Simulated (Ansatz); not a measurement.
Input for Ansatz (development build ahead of 0.2.0):

```yaml
crystal:
  periodic: [false, false, false]
  atoms:
    - { symbol: Mg, position_ang: [0.0, 0.0, 0.0] }
    - { symbol: S, position_ang: [0.0, 0.0, 4.922] }
basis:
  gaussian: { orbitals: def2-SVP }
magnetization:
  spin_polarized: true
hamiltonian:
  xc: pbe0
scf:
  omitted_lower_state_checks: [starts, atomic_configurations, cluster_reference, orbital_swaps, given_window_search, neighbouring_geometries, increment]
output:
  forces: true
```

The input is written out in the form of the current development build from the run's settings.

Results

```json
{"Converged": "yes", "Total energy": "-597.71444 hartree", "Spin squared of the determinant": "1.010", "Stability test": "minimum"}
```

Forces (eV/Å):
```tsv
atom	Fx	Fy	Fz
Mg1	0.000	0.000	0.131
S2	0.000	0.000	-0.131
```

Caution: charge can spread falsely over distant fragments; another spin multiplicity may lie lower; the unrestricted determinant is a mixture of spin states.
